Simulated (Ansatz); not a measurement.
**CHP₂+ (triplet): wave-function methods side by side, cc-pVDZ**

Aim: climb from Hartree-Fock through coupled cluster and multireference methods for CHP₂+ (triplet) at one geometry and basis, and see what each rung misses.

Computed with Ansatz 0.2.0, Gaussian basis. Level: cc-pVDZ, core rule «outside noble gas», up to 11 orbitals frozen.

To be run: UHF; CCSD(T) on ROHF; CCSD(T) on UHF; BCCD(T) on ROHF; CISD as a restricted active space (open shells left free, so some higher excitations enter); CCSDT(Q) on ROHF; CCSDT(Q) on UHF; CASSCF and MRCISD+Q, 10 electrons in 11 orbitals; CASSCF and NEVPT2, 10 electrons in 11 orbitals.

21 further runs of the same task are left out: 4 that didn't finish, 17 set aside as unsound or not needed. Runs told in other sessions of the task aren't counted.

## Step 1: The geometry

The geometry is a PBE0/def2-TZVP stationary point (not a proven minimum) of the parent state, kept for this charge and spin.

4 atoms, charge 1, spin multiplicity 3.

Atoms are counted from 1 here; the program's logs count them from 0.

Bond lengths: P1–C2 1.714 Å, C2–P3 1.714 Å, C2–H4 1.097 Å. Angles: P1–C2–P3 129.1°, P1–C2–H4 115.4°, P3–C2–H4 115.4°.

## Step 2: UHF

The input, in.yaml:

```yaml
crystal:
  periodic: [false, false, false]
  atoms:
    - {symbol: P, position_ang: [0.000000, -0.142639, 1.547609]}
    - {symbol: C, position_ang: [0.000000, 0.593780, 0.000000]}
    - {symbol: P, position_ang: [0.000000, -0.142639, -1.547609]}
    - {symbol: H, position_ang: [0.000000, 1.691006, 0.000000]}
basis:
  gaussian: {orbitals: cc-pVDZ}
total_charge: 1
magnetization: {spin_polarized: true, initial_magnetization: 2}
hamiltonian: {xc: hf}
output: {orbitals: {seedname: orbitals}}
```

The run is started by

```console
> ansatz run in.yaml --threads 1 --pin off --events-out ev --progress --plain --max-ram 2393MiB
```

After this run come: CCSD(T) on ROHF; CCSD(T) on UHF; BCCD(T) on ROHF; CISD as a restricted active space (open shells left free, so some higher excitations enter); CCSDT(Q) on ROHF; CCSDT(Q) on UHF; CASSCF and MRCISD+Q, 10 electrons in 11 orbitals; CASSCF and NEVPT2, 10 electrons in 11 orbitals.

Before running them: what should the planned runs give, taken together? Wanted: UCCSDT(Q) from the RHF energy; RMP2 from UCCSDT(Q); UMP2 from UCCSDT(Q); RCCSD from UCCSDT(Q); RCCSD(T) from UCCSDT(Q); UCCSD(T) from UCCSDT(Q); RCCSDT(Q) from UCCSDT(Q); NEVPT2 valence from UCCSDT(Q); MRCISD+Q valence from UCCSDT(Q).

The runs gave:

| quantity | value |
| --- | --- |
| UCCSDT(Q) from the ROHF energy | -9.7881 eV |
| RMP2 from UCCSDT(Q) | +1535.5 meV |
| UMP2 from UCCSDT(Q) | +1574.4 meV |
| RCCSD from UCCSDT(Q) | +528.1 meV |
| RCCSD(T) from UCCSDT(Q) | +90.2 meV |
| UCCSD(T) from UCCSDT(Q) | +93.0 meV |
| RCCSDT(Q) from UCCSDT(Q) | +2.5 meV |
| NEVPT2 valence from UCCSDT(Q) | +1622.6 meV |
| MRCISD+Q valence from UCCSDT(Q) | +55.1 meV |
| levels within 1 kcal/mol (43 meV) | RCCSDT, UCCSDT, RCCSDT(Q) |
| T1 diagnostic | 0.024 |
| effectively unpaired electrons | 2.08 |

RCCSD(T) lands +90.2 meV from the yardstick (0.9 % of the correlation energy). One determinant dominates. Of the multireference levels listed MRCISD+Q valence comes nearest in total energy (+55.1 meV), which doesn't show that its space is the better one. These misses are within one basis, not against nature; the frozen cores of restricted and unrestricted runs differ, which can shift their rows.

With open shells the CI space here admits some higher excitations, so it is larger than plain CISD.
